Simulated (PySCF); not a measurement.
Molecule: SMILES C(#CC#N)F, C$_{3}$FN.

Atom-mapped SMILES (the numbers label the heavy atoms): `[N:1]#[C:2][C:3]#[C:4][F:5]`.

Spin–spin couplings on one PBE0-D3(BJ)/def2-SVP geometry, PySCF 2.14, gas phase, non-relativistic, equivalent pairs averaged; isotopes $^{13}$C, $^{19}$F, $^{15}$N; functional B3LYP.

**Question.** How do the couplings (Hz) change with the basis set? Times are CPU seconds on shared hosts with different chips, so compare them loosely. Far from the basis limit: pcJ-0, 6-31G*, cc-pVTZ, def2-TZVP.

**Answer.** 
```tsv
basis set	functions	$^{1}J$(C4,F5)	$^{1}J$(C3,C4)	$^{1}J$(C2,C3)	$^{1}J$(N1,C2)	$^{2}J$(C3,F5)	$^{2}J$(N1,C3)	$^{3}J$(C2,F5)	core-s
pcJ-0	65	-578.0	281.7	162.4	3.7	15.2	8.3	-19.3	2.7
6-31G*	70	-180.9	287.7	185.4	-22.8	57.2	6.2	-15.9	3.9
pcJ-1	135	-413.8	338.9	193.8	-22.0	49.8	5.5	-17.5	6.5
cc-pVTZ	150	-451.4	476.1	206.2	-43.5	34.7	5.5	-12.6	10
def2-TZVP	155	-462.3	342.1	196.2	-18.2	37.5	5.6	-15.0	8.4
aug-cc-pVTZ-J	230	-430.5	337.5	190.9	-20.0	43.3	5.8	-15.8	15
pcJ-2	255	-429.8	333.3	187.4	-20.2	46.8	6.0	-16.6	18
```

The Fermi-contact term samples the wavefunction at the nucleus, which is why sets with added tight s functions (names with J) are made for couplings.
